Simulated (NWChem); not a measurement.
Program: NWChem. System: CH₂F₂, charge 1, spin multiplicity 2, at the geometry of a parent with another charge or spin, in a state set for the comparison that need not be this species' ground state. Its SCF solution wasn't tested for a lower state. Level: ROCCSD(T)/pcseg-1, 3 core orbitals frozen.

Input file:

```
start mol
memory heap 100 mb stack 700 mb global 1900 mb
charge 1
geometry units angstroms nocenter noautoz
  F      1.110480     0.000000    -0.289728
  C      0.000000     0.000000     0.495107
  F     -1.110480     0.000000    -0.289728
  H      0.000000     0.922575     1.122235
  H      0.000000    -0.922575     1.122235
  symmetry group C2v
end
basis spherical
  * library pcseg-1
end
scf
  rohf
  nopen 1
  maxiter 100
  thresh 1e-7
  semidirect memsize 60000000 filesize 0
  # guess.movecs holds the orbitals of an unrestricted PBE0 run
  vectors input guess.movecs output mol.movecs
end
tce
  freeze core 3
  ccsd(t)
  2eorb
  2emet 13
  thresh 1e-6
  maxiter 100
  tilesize 24
end
task tce energy
```

Part of the output:

```
             Northwest Computational Chemistry Package (NWChem) 7.3.0
             --------------------------------------------------------

                                NWChem Input Module
                                -------------------

 Scaling coordinates for geometry "geometry" by  1.889725989
 (inverse scale =  0.529177249)

 Turning off AUTOSYM since
 SYMMETRY directive was detected!

                             Geometry "geometry" -> ""
                             -------------------------

 Output coordinates in angstroms (scale by  1.889725989 to convert to a.u.)

  No.       Tag          Charge          X              Y              Z
 ---- ---------------- ---------- -------------- -------------- --------------
    1 F                    9.0000     1.11048000     0.00000000    -0.28972800
    2 C                    6.0000     0.00000000     0.00000000     0.49510700
    3 F                    9.0000    -1.11048000     0.00000000    -0.28972800
    4 H                    1.0000     0.00000000     0.92257500     1.12223500
    5 H                    1.0000     0.00000000    -0.92257500     1.12223500

 Effective nuclear repulsion energy (a.u.)      76.7406131861

            Nuclear Dipole moment (a.u.)
            ----------------------------
        X                 Y               Z
 ---------------- ---------------- ----------------
     0.0000000000     0.0000000000     0.0000151178

      Symmetry information
      --------------------

 Group name             C2v
 Group number             16
 Group order               4
 No. of unique centers     3

      Symmetry unique atoms

     1    2    4


 Summary of "ao basis" -> "" (spherical)
 ------------------------------------------------------------------------------
       Tag                 Description            Shells   Functions and Types
 ---------------- ------------------------------  ------  ---------------------
 *                          pcseg-1                   on all atoms

 Summary of "ao basis" -> "ao basis" (spherical)
 ------------------------------------------------------------------------------
       Tag                 Description            Shells   Functions and Types
 ---------------- ------------------------------  ------  ---------------------
 F                          pcseg-1                  6       14   3s2p1d
 C                          pcseg-1                  6       14   3s2p1d
 H                          pcseg-1                  3        5   2s1p

                                 NWChem SCF Module
                                 -----------------

  ao basis        = "ao basis"
  functions       =    52
  atoms           =     5
  closed shells   =    12
  open shells     =     1
  charge          =   1.00
  wavefunction    = ROHF
  use symmetry    = T
  symmetry adapt  = T

 Summary of "ao basis" -> "ao basis" (spherical)
 ------------------------------------------------------------------------------
       Tag                 Description            Shells   Functions and Types
 ---------------- ------------------------------  ------  ---------------------
 F                          pcseg-1                  6       14   3s2p1d
 C                          pcseg-1                  6       14   3s2p1d
 H                          pcseg-1                  3        5   2s1p

      Symmetry analysis of basis
      --------------------------

        a1         21
        a2          6
        b1         14
        b2         11
[...]
          36.546042260501           0.000000000000           0.000000000000
           0.000000000000         197.746548420909           0.000000000000
           0.000000000000           0.000000000000         173.453611125539

  Mulliken analysis of the total density
  --------------------------------------

    Atom       Charge   Shell Charges
 -----------   ------   -------------------------------------------------------
    1 F    9     9.20   2.00  0.97  0.99  3.36  1.87  0.02
    2 C    6     5.31   2.00  0.78  0.32  1.78  0.31  0.12
    3 F    9     9.20   2.00  0.97  0.99  3.36  1.87  0.02
    4 H    1     0.65   0.63 -0.00  0.02
    5 H    1     0.65   0.63 -0.00  0.02

 Mulliken analysis of the open-shell density
 -------------------------------------------

    Atom       Charge   Shell Charges
 -----------   ------   -------------------------------------------------------
    1 F    9     0.18   0.00  0.00  0.00  0.13  0.05 -0.00
    2 C    6     0.29   0.00  0.00 -0.00  0.22  0.05  0.01
    3 F    9     0.18   0.00 -0.00  0.00  0.13  0.05 -0.00
    4 H    1     0.18   0.17  0.01  0.00
    5 H    1     0.18   0.17  0.01  0.00

       Multipole analysis of the density wrt the origin
       ------------------------------------------------

     L   x y z        total         open         nuclear
     -   - - -        -----         ----         -------
     0   0 0 0      1.000000     -1.000000     26.000000

     1   1 0 0      0.000000      0.000000      0.000000
     1   0 1 0      0.000000     -0.000000      0.000000
     1   0 0 1      1.791860     -0.869289      0.000015

     2   2 0 0    -11.527379     -2.083845     79.266861
     2   1 1 0      0.000000     -0.000000      0.000000
     2   1 0 1     -0.000000      0.000000      0.000000
     2   0 2 0     -8.289773     -1.986789      6.078984
     2   0 1 1     -0.000000     -0.000000      0.000000
     2   0 0 2     -7.659843     -2.491263     19.642890

                   NWChem Extensible Many-Electron Theory Module
                   ---------------------------------------------


            General Information
            -------------------
      Number of processors :     1
         Wavefunction type : Restricted open-shell Hartree-Fock
          No. of electrons :    25
           Alpha electrons :    13
            Beta electrons :    12
           No. of orbitals :   104
            Alpha orbitals :    52
             Beta orbitals :    52
        Alpha frozen cores :     3
         Beta frozen cores :     3
     Alpha frozen virtuals :     0
      Beta frozen virtuals :     0
         Spin multiplicity : doublet
    Number of AO functions :    52
       Number of AO shells :    24
        Use of symmetry is : on
      Symmetry adaption is : on
         Schwarz screening : 0.10D-09

          Correlation Information
          -----------------------
          Calculation type : Coupled-cluster singles & doubles w/ perturbation
   Perturbative correction : (T)
            Max iterations :      100
        Residual threshold : 0.10D-05
     T(0) DIIS level shift : 0.00D+00
     L(0) DIIS level shift : 0.00D+00
     T(1) DIIS level shift : 0.00D+00
     L(1) DIIS level shift : 0.00D+00
     T(R) DIIS level shift : 0.00D+00
     T(I) DIIS level shift : 0.00D+00
   CC-T/L Amplitude update :  5-th order DIIS
                I/O scheme : Global Array Library
        L-threshold :  0.10D-05
        EOM-threshold :  0.10D-05
 no EOMCCSD initial starts read in
 TCE RESTART OPTIONS
 SLICE:      F
 D4D5:       F
 quantumc:   F
 qrotation:  F
 pwtce:      F
 qducc:      F
 nacto:                         0
 nrotv:                         0
 nrot:                          0

            Memory Information
            ------------------
          Available GA space size is     249031392 doubles
          Available MA space size is     104854668 doubles

 Maximum block size supplied by input
 Maximum block size        24 doubles

 tile_dim =     15

 -------------------------------------------------

 Global array virtual files algorithm will be used

 Parallel file system coherency ......... OK

 4-electron integrals stored in orbital form

 v2    file size   =           357066
 4-index algorithm nr.  13 is used
 imaxsize =       30
 imaxsize ichop =        0


CCSD iterations
 ---------------------------------------------------------
 Iter          Residuum       Correlation     Cpu    Wall
 ---------------------------------------------------------
    1   0.2245173388157  -0.5415944132447     0.4     0.4
    2   0.0501327317946  -0.5227194853933     0.4     0.4
    3   0.0189131950496  -0.5360878545585     0.4     0.4
    4   0.0095020280611  -0.5349894446971     0.4     0.4
    5   0.0039155111045  -0.5367110237533     0.4     0.4
    6   0.0015662962572  -0.5366938060677     0.4     0.4
    7   0.0017942085317  -0.5366721090559     0.4     0.4
    8   0.0005751387029  -0.5367813273937     0.4     0.4
    9   0.0007021726494  -0.5367314304533     0.4     0.4
   10   0.0002458811580  -0.5367933269484     0.4     0.4
   11   0.0000377075392  -0.5367937993033     0.4     0.4
   12   0.0000127202006  -0.5367957454880     0.4     0.4
   13   0.0000068495576  -0.5367959396309     0.4     0.4
   14   0.0000029101036  -0.5367960649918     0.4     0.4
   15   0.0000018408632  -0.5367960523939     0.4     0.4
   16   0.0000005843906  -0.5367960622450     0.4     0.4
 -----------------------------------------------------------------
 Iterations converged
 CCSD correlation energy / hartree =        -0.536796062245032
 CCSD total energy / hartree       =      -237.861006234020635

 Singles contributions
    13b2  (beta ) ---     9b2  (beta )        0.1556126871

 Doubles contributions
 CCSD(T)
 Using plain CCSD(T) code
             total no. of tasks         1850
 total no. of tasks / no. procs         1850
                         wl_min            1           1.0
                         wl_max       216000           7.7
        thresh for no. of tasks         1850

 CCSD[T]  correction energy / hartree =        -0.019540556669484
 CCSD[T] correlation energy / hartree =        -0.556336618914516
 CCSD[T] total energy / hartree       =      -237.880546790690119
 CCSD(T)  correction energy / hartree =        -0.015967353932480
 CCSD(T) correlation energy / hartree =        -0.552763416177512
 CCSD(T) total energy / hartree       =      -237.876973587953103

 Task  times  cpu:        9.9s     wall:        9.9s

 Total times  cpu:        9.9s     wall:        9.9s
```
